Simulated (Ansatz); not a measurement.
# BNH (doublet): wave-function methods side by side at angle N2–B1–H3 = 180.0°, 6-31G

How much of the correlation energy of BNH (doublet) does each wave-function method recover here?

Program: Ansatz 0.2.0, Gaussian basis. Level of theory: 6-31G, core rule «outside noble gas», up to 2 orbitals frozen. These are calculated values, not measurements.

The runs, in order: UHF; CCSD(T) on ROHF; CCSD(T) on UHF; BCCD(T) on ROHF; CISD; CCSDT(Q) on ROHF; CCSDT(Q) on UHF; CCSDTQ on ROHF; CASSCF and MRCISD+Q, 3 electrons in 3 orbitals; CASSCF and NEVPT2, 3 electrons in 3 orbitals; CASSCF and MRCISD+Q, 9 electrons in 9 orbitals; CASSCF and NEVPT4(SD), 9 electrons in 9 orbitals; CASSCF and NEVPT2, 9 electrons in 9 orbitals; Full CI.

12 further runs of the same task are left out: 1 for a mislabelled method, 9 that didn't finish, 2 set aside as unsound or not needed.

## (1) The system

The geometry derives from a PBE0/def2-TZVP stationary point (not a proven minimum). One angle is set to the value named; bond lengths are kept.

3 atoms, charge 0, spin multiplicity 2.

Atoms are counted from 1 here; the program's logs count them from 0.

Bond lengths: B1–N2 1.306 Å, B1–H3 1.174 Å. Angles: N2–B1–H3 180.0°.

## (2) UHF

Contents of in.yaml:

```yaml
crystal:
  periodic: [false, false, false]
  atoms:
    - {symbol: B, position_ang: [0.000000, 0.000000, 0.043923]}
    - {symbol: N, position_ang: [0.000000, 0.000000, -1.261739]}
    - {symbol: H, position_ang: [0.000000, 0.000000, 1.217815]}
basis:
  gaussian: {orbitals: 6-31G}
magnetization: {spin_polarized: true, initial_magnetization: 1}
hamiltonian: {xc: hf}
output: {orbitals: {seedname: orbitals}}
```

On the command line:

```console
$ ansatz run in.yaml --threads 1 --pin off --events-out ev --progress --plain --max-ram 2393MiB
```

The runs that follow: CCSD(T) on ROHF; CCSD(T) on UHF; BCCD(T) on ROHF; CISD; CCSDT(Q) on ROHF; CCSDT(Q) on UHF; CCSDTQ on ROHF; CASSCF and MRCISD+Q, 3 electrons in 3 orbitals; CASSCF and NEVPT2, 3 electrons in 3 orbitals; CASSCF and MRCISD+Q, 9 electrons in 9 orbitals; CASSCF and NEVPT4(SD), 9 electrons in 9 orbitals; CASSCF and NEVPT2, 9 electrons in 9 orbitals; Full CI.

**Question.** What will the summary of the whole plan be? Wanted: FCI below the RHF energy; RMP2 from FCI; UMP2 from FCI; RCCSD from FCI; RCCSD(T) from FCI; UCCSD(T) from FCI; RCCSDT(Q) from FCI; UCCSDT(Q) from FCI; NEVPT2 pair from FCI.

As calculated:

| quantity | value |
| --- | --- |
| FCI below the RHF energy | -4.3927 eV |
| RMP2 from FCI | +614.3 meV |
| UMP2 from FCI | +714.0 meV |
| RCCSD from FCI | +165.8 meV |
| RCCSD(T) from FCI | +36.6 meV |
| UCCSD(T) from FCI | +39.0 meV |
| RCCSDT(Q) from FCI | +0.7 meV |
| UCCSDT(Q) from FCI | -1.0 meV |
| NEVPT2 pair from FCI | +598.7 meV |
| MRCISD+Q pair from FCI | +70.5 meV |
| NEVPT2 valence from FCI | +361.0 meV |
| levels within 1 kcal/mol (43 meV) | RCCSD(T), UCCSD(T), BCCD(T), RCCSDT, UCCSDT, RCCSDT(Q), UCCSDT(Q), RCCSDTQ, MRCISD+Q valence |
| T1 diagnostic | 0.023 |
| effectively unpaired electrons | 1.07 |

RCCSD(T) misses by +36.6 meV, 0.8 % of the correlation energy. One determinant dominates. Of the multireference levels listed MRCISD+Q valence comes nearest in total energy (+12.6 meV), which doesn't show that its space is the better one. These misses are within one basis, not against nature; the frozen cores of restricted and unrestricted runs differ, which can shift their rows.
